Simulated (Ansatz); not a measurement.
# PN (singlet): from Hartree-Fock to the top rungs, cc-pVDZ

One table from this session's results is given with a row withheld; the runs are named, their logs left out.

Method: cc-pVDZ, core rule «outside noble gas», up to 6 orbitals frozen; program: Ansatz 0.2.0, Gaussian basis.

To be run: UHF; CCSD(T) on RHF; CCSD(T) on UHF; BCCD(T) on RHF; CISD; CCSDT(Q) on RHF; CCSDT(Q) on UHF; CCSDTQ on RHF; CASSCF and MRCISD+Q, 10 electrons in 8 orbitals; CASSCF and NEVPT2, 10 electrons in 8 orbitals.

12 further runs of the same task are left out: 3 that didn't finish, 9 set aside as unsound or not needed. Runs told in other sessions of the task aren't counted.

## What is computed

The geometry is a PBE0/def2-TZVP stationary point (not a proven minimum).

2 atoms, charge 0, spin multiplicity 1.

Atoms are counted from 1 here; the program's logs count them from 0.

Bond lengths: N1–P2 1.479 Å.

The first run:

Contents of in.yaml:

```yaml
crystal:
  periodic: [false, false, false]
  atoms:
    - {symbol: N, position_ang: [0.000000, 0.000000, 0.000000]}
    - {symbol: P, position_ang: [0.000000, 0.000000, 1.479400]}
basis:
  gaussian: {orbitals: cc-pVDZ}
magnetization: {spin_polarized: true, initial_magnetization: 0}
hamiltonian: {xc: hf}
output: {orbitals: {seedname: orbitals}}
```

Run with:

```console
> ansatz run in.yaml --threads 1 --pin off --events-out ev --progress --plain --max-ram 2393MiB
```

Steps of the session up to this table: UHF; CCSD(T) on RHF; CCSD(T) on UHF; BCCD(T) on RHF; CISD; CCSDT(Q) on RHF; CCSDT(Q) on UHF; CCSDTQ on RHF; CASSCF and MRCISD+Q, 10 electrons in 8 orbitals; CASSCF and NEVPT2, 10 electrons in 8 orbitals.

One table of the session follows, with a row left open; its other results are not shown here.

| method | from RCCSDTQ (kcal/mol) |
| --- | --- |
| RHF | ? |
| UHF | +187.52 |
| RMP2 | +12.76 |
| CISD | +26.73 |
| RCCSD | +11.02 |
| RCCSD(T) | +1.27 |
| BCCD(T) | +1.25 |
| RCCSDT | +1.30 |
| RCCSDT(Q) | -0.26 |
| RCCSDTQ | 0 |
| CASSCF valence | +107.88 |
| NEVPT2 valence | +22.50 |
| MRCISD valence | +6.92 |
| MRCISD+Q valence | +0.32 |

Estimate the missing values for RHF.

The run gave: from RCCSDTQ (kcal/mol): +193.76. In the column «from RCCSDTQ (kcal/mol)» it is the highest.

Not comparable, so not listed: CCSD(T) on UHF; CCSDT(Q) on UHF (they don't share determinant, frozen orbitals or solution with the rows shown, or repeat one).

Caveats from the session: The determinant of HF (⟨S²⟩ 0.67) is far from a pure spin state, so its energy mixes those of several spin states; that is harmless only where they are near-degenerate.
